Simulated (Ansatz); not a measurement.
Ideal-gas functions of C2H5ClO, SMILES `CC(O)Cl` at 600 K and 1 bar, from an Ansatz frequency run at PBE0-D4/def2-TZVP.

Molar mass 80.51 g/mol, point group C1 (symmetry number 1), electronic degeneracy 1, moments of inertia 56.688, 110.171, 152.865 u Å². Harmonic wavenumbers (cm⁻¹, unscaled): 263, 322, 333, 436, 479, 636, 920, 1032, 1081, 1179, 1262, 1325, 1401, 1436, 1474, 1481, 3055, 3124, 3144, 3158, 3827.

Use S(trans) = R[1.5 ln M + 2.5 ln T − 1.1517]; rotational temperatures θ = 24.2544 K / I; S(rot) = R[ln(√π/σ · √(T³/θAθBθC)) + 1.5]; for each mode x = 1.438777 ν̃/T, S = R[x/(eˣ − 1) − ln(1 − e⁻ˣ)] and H = RT x/(eˣ − 1); 1 cm⁻¹ = 0.0119627 kJ/mol; R = 8.31446 J/(mol·K).

Problem. By hand: the entropy, in J/(mol·K).

Solution. Translation 178.1. Rotation: θ = 0.4279, 0.2202, 0.1587 K, giving 114.5. Vibration, mode by mode: 12.28, 10.67, 10.40, 8.31, 7.60, 5.57, 3.24, 2.62, 2.39, 1.99, 1.70, 1.50, 1.30, 1.22, 1.13, 1.11, 0.05, 0.04, 0.04, 0.04, 0.01, in all 73.2. Electronic 0.0. Sum 365.8 J/(mol·K).

Problem. By hand: H − E and G − E in kJ/mol, counted from the electronic energy.

Solution. Zero-point energy ½ × 31368 × 0.0119627 = 187.6; thermal vibration 26.0; translation, rotation and pV give 4 RT = 20.0. H − E = 233.6 kJ/mol, and G − E = 233.6 − 600 × 365.8/1000 = 14.1 kJ/mol.

Vibration gives 20 % of the entropy. The sum counts one conformer and one mirror image; others add a mixing term.
